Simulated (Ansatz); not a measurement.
Cartesian coordinates in Å:
```
B -0.0090 -0.0265 0.0412
F 0.2287 0.6731 -1.0486
H -0.8516 -0.8756 -0.0126
H 0.6318 0.2289 1.0200
```

The species carries charge 0 and has multiplicity 1.

(1) List the r2SCAN/def2-TZVPP orbital energies in eV (the Gaussian-basis code of Ansatz). (Best estimate.)

Answers

(1) Computed: Occupied: -666.87, -182.05, -32.26, -14.41, -12.04, -11.69, -11.42, -8.10. Lowest empty: -1.76, 1.76, 2.82, 3.63, 3.68, 4.66, 5.49, 8.03.
